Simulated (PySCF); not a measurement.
Job file and geometry (Å, from PBE0-D3(BJ)/def2-SVP) of an NMR shielding run on Cyclopentene, C5H8, PySCF 2.14.0, density-fitted response routines, GIAO B97-2/pcSseg-2 NMR shielding, non-relativistic, gas phase; density fitting, a coarse starting grid and PySCF grid level 2 are the driver's defaults:

```
{"job": {"kind": "nmr", "xc": "B97-2", "basis": "pcSseg-2", "pop": false}, "charge": 0, "multiplicity": 1}
C     -0.918772     0.981620    -0.178515
C      0.379647     1.295405    -0.133334
C      1.246241     0.072060    -0.015107
C      0.237991    -1.035053     0.345643
C     -1.137913    -0.503959    -0.098310
H     -1.732371     1.700586    -0.305043
H      0.782174     2.308222    -0.217511
H      2.045247     0.179453     0.736899
H      1.757386    -0.128004    -0.975835
H      0.234216    -1.176870     1.437930
H      0.488639    -2.007178    -0.103442
H     -1.436805    -0.899576    -1.087446
H     -1.945629    -0.784707     0.597511
```

Task: Write the output of this run.

Result: 
```
coarse grid: 10392 points
cycle   1  E = -195.2836835414  dE =  4.709e-01  |g| = 3.893e-01  |ddm| = 2.353e+00
cycle   2  E = -195.2613247081  dE =  2.236e-02  |g| = 4.944e-01  |ddm| = 7.108e-01
cycle   3  E = -195.3256109462  dE = -6.429e-02  |g| = 3.615e-02  |ddm| = 4.347e-01
cycle   4  E = -195.3258613203  dE = -2.504e-04  |g| = 8.050e-03  |ddm| = 3.616e-02
cycle   5  E = -195.3258727311  dE = -1.141e-05  |g| = 3.798e-03  |ddm| = 1.141e-02
cycle   6  E = -195.3258763873  dE = -3.656e-06  |g| = 2.788e-04  |ddm| = 3.148e-03
final grid: 99016 points
cycle   7  E = -195.3264011022  dE = -1.096e-04  |g| = 2.772e-03  |ddm| = 7.518e-02
cycle   8  E = -195.3264003010  dE =  8.012e-07  |g| = 3.311e-03  |ddm| = 5.398e-03
cycle   9  E = -195.3264030978  dE = -2.797e-06  |g| = 1.936e-04  |ddm| = 2.790e-03
cycle  10  E = -195.3264031055  dE = -7.765e-09  |g| = 8.455e-05  |ddm| = 2.544e-04
cycle  11  E = -195.3264031071  dE = -1.613e-09  |g| = 2.583e-05  |ddm| = 1.109e-04
cycle  12  E = -195.3264031073  dE = -1.504e-10  |g| = 7.374e-06  |ddm| = 2.109e-05
converged SCF energy = -195.3264031073

GIAO shielding tensors (ppm)
atom      isotropic    diamagn.    paramagn.     s11        s22        s33       span
  0 C       42.774     255.604    -212.830    -68.478     58.654    138.145    206.623
  1 C       42.780     255.603    -212.823    -68.482     58.667    138.155    206.637
  2 C      146.453     242.245     -95.793    125.346    148.574    165.438     40.092
  3 C      156.223     243.009     -86.786    131.517    168.346    168.806     37.289
  4 C      146.464     242.246     -95.782    125.365    148.584    165.442     40.077
  5 H       25.336      30.988      -5.653     24.188     24.641     27.179      2.991
  6 H       25.335      30.988      -5.653     24.187     24.640     27.177      2.990
  7 H       28.942      29.152      -0.210     24.904     27.113     34.810      9.906
  8 H       28.925      29.507      -0.581     24.785     27.080     34.911     10.126
  9 H       29.611      30.278      -0.667     24.077     28.474     36.281     12.204
 10 H       29.394      29.332       0.062     25.387     27.579     35.216      9.829
 11 H       28.926      29.507      -0.582     24.785     27.079     34.912     10.127
 12 H       28.943      29.152      -0.210     24.904     27.113     34.811      9.907
```

Task: Turn these shieldings into chemical shifts. Referencing at the same level of theory: 13C (183.46 ppm) and 1H (31.36 ppm) vs TMS.

Result: Averaging equivalent atoms: C 0/1: 140.7; C 2/4: 37.0; C 3: 27.2; H 5/6: 6.02; H 7/8/11/12: 2.43; H 9/10: 1.86 ppm. 

Size and cost of the density-fitted run: 292 basis functions, 44 s wall time on 1 thread of an x86-64 server CPU, shared host.
